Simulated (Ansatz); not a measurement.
**SiH3O (SMILES O[SiH2]): the electronic atomisation energy, rung by rung**

The species is SiH3O (5 atoms), meant as a doublet with charge 0. SMILES: `O[SiH2]`. The coordinates come from a GFN2-xTB relaxation. This is one conformer, not always the lowest.

Quantity: the electronic atomisation energy, in eV. The values are calculated. Electronic energies at fixed atoms, without zero-point motion or spin-orbit coupling.

```csv
level,kind,program,value (eV),less FCI/STO-3G
UHF/STO-3G,Hartree–Fock,Ansatz,12.39,-2.08
UBLYP/STO-3G,GGA,Ansatz,17.92,+3.45
UPBE/STO-3G,GGA,Ansatz,18.02,+3.55
UBHLYP/STO-3G,global hybrid,Ansatz,16.74,+2.27
UHSE06/STO-3G,range-separated hybrid,Ansatz,17.33,+2.86
UB2PLYP/STO-3G,double hybrid,Ansatz,16.33,+1.86
RPA@PBE/STO-3G,RPA,Ansatz,14.02,-0.45
UMP2/STO-3G,perturbation theory,Ansatz,13.94,-0.53
UBCCD(T)/STO-3G,coupled cluster or CI,Ansatz,14.45,-0.02
FCI/STO-3G,exact in the basis,Ansatz,14.47,0.00
```

FCI/STO-3G is exact within its basis and frozen core, so for wave-function methods in that basis the difference is their error; functionals converge differently with the basis, so for them it is only a difference. The values span 12.39 to 18.02 eV. All rows use very small basis sets, so none should be taken for the real molecule's value.
